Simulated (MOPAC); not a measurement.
MOPAC input (AM1):

```
AM1 1SCF CHARGE=-1 GEO-OK AUX(PRECISION=9) THREADS=1
C4H4N

N    -0.00181269 1    0.00359022 1    1.22722463 1
C     0.00162323 1    1.08102868 1    0.39732440 1
C    -0.00280630 1   -1.07868549 1    0.40363605 1
C     0.00285416 1    0.70543113 1   -0.95100856 1
C    -0.00005088 1   -0.71098333 1   -0.94686916 1
H     0.00308933 1    2.08907821 1    0.79989107 1
H    -0.00547032 1   -2.08436240 1    0.81208774 1
H     0.00547332 1    1.35944646 1   -1.81451217 1
H    -0.00012480 1   -1.37003976 1   -1.80653539 1
```

**Question.** What heat of formation does the run end on, and which ionisation energy by Koopmans theorem?

**Answer.** 29.46 kcal/mol; 2.66 eV.
